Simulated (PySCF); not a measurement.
Species: 2-methyl-1H-pyrrole, C5H7N.
SMILES: `CC1=CC=CN1`

Linear response at CAM-B3LYP/def2-SVPD (PySCF, frozen core in the response, non-relativistic). Geometry: PBE0-D3(BJ)/def2-SVP; no solvent, vibrations or thermal averaging.

Static isotropic polarisability: 65.26 au (9.67 Å³), principal values 45.2, 69.3, 81.2 au.

(1) What is the polarisability at 1064 nm and at the sodium D line?

(2) What is the isotropic C6 coefficient between two such molecules, C6 = (3/π)∫α(iω)² dω?

(3) Which effective excitation energy ω̄ makes London's formula C6 = (3/4)α²ω̄ exact here?

(4) What molar refraction at the D line follows from R = (4π/3)·N_A·α′, with α′ the polarisability volume?

(5) How anisotropic is the static polarisability, by Δα² = ½[(α1 − α2)² + (α2 − α3)² + (α3 − α1)²]?

(6) The lowest 6 singlets have (eV, f): 5.55, 0.003; 6.27, 0.218; 6.36, 0.007; 6.63, 0.002; 6.70, 0.000; 6.72, 0.000. What share of the static polarisability do they carry in the sum over states α = Σ f/ω²?

(7) What three-body coefficient follows from the one-pole estimate C9 = (3/4)·α·C6?

(8) What n − 1 at the D line would an ideal gas of it have at 273.15 K and 1 atm (2.6868 × 10¹⁹ cm⁻³), by n − 1 = 2π·N·α′?

(9) How many electrons N does the Slater–Kirkwood formula C6 = (3/4)·√N·α^(3/2) need to give this C6?

Results:

(1) 65.92 au at 1064 nm (+1.0 %), 67.51 au at 589.3 nm (+3.4 %). The rise at 589.3 nm is 3.41 times that at 1064 nm; a pure ω² law gives 3.26. The lowest singlet lies at 223 nm, shorter than both wavelengths.

(2) 1702 au (Eh·bohr⁶) by a ten-point quadrature over imaginary frequencies, which is 1020 eV·Å⁶ or 98.1 J·nm⁶/mol.

(3) ω̄ = 4·C6/(3α²) = 0.533 Eh = 14.5 eV. A one-pole form α(ω) = α/(1 − ω²/ω̄²) fitted to the 1064 nm value gives 11.7 eV.

(4) α′ = 10.00 Å³ gives R = 25.24 cm³/mol, for isolated, non-vibrating species.

(5) Δα = 31.8 au, or 0.49 of the isotropic value.

(6) 4.34 au, 6.7 % of α; the largest term, 4.11 au, is that of the state at 6.27 eV. Their oscillator strengths add up to 0.23. Higher states carry the rest.

(7) 83300 au. This is an estimate from the two numbers above, not a computed integral.

(8) 16.89 × 10⁻⁴, a formal value whether or not that pressure can be reached.

(9) N = (4·C6/3)²/α³ = 18.5; the species has 44 electrons in all.
